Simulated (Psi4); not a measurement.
Process, species as SMILES: P (PH3) + H+ → [PH4+]
B3LYP-D3(BJ)/def2-TZVP geometries, fixed; electronic energies without zero-point terms; positive where energy is released.

Effect of the grid (radial, spherical points) at wB97X-V/def2-TZVP with Psi4, against the last row, where the proton affinity is 195.12 kcal/mol.

```json
[
 {"setting": "grid: 35, 110", "grid points, largest species": "18892", "largest shift of a total energy (mEh)": "-1.487", "shift of the proton affinity (kcal/mol)": "-0.007"},
 {"setting": "grid: 50, 194", "grid points, largest species": "47523", "largest shift of a total energy (mEh)": "-0.004", "shift of the proton affinity (kcal/mol)": "0.003"},
 {"setting": "grid: 75, 302", "grid points, largest species": "109356", "largest shift of a total energy (mEh)": "0.001", "shift of the proton affinity (kcal/mol)": "0.001"},
 {"setting": "grid: 99, 590", "grid points, largest species": "280323", "largest shift of a total energy (mEh)": "0.000", "shift of the proton affinity (kcal/mol)": "0.000"},
 {"setting": "grid: 150, 974", "grid points, largest species": "699823", "largest shift of a total energy (mEh)": "0.000", "shift of the proton affinity (kcal/mol)": "0.000"}
]
```

Within 0.02 kcal/mol in the proton affinity: grid: 35, 110; grid: 50, 194; grid: 75, 302; grid: 99, 590. The largest shift is 1.487 mEh in a total energy and 0.007 kcal/mol in the difference.
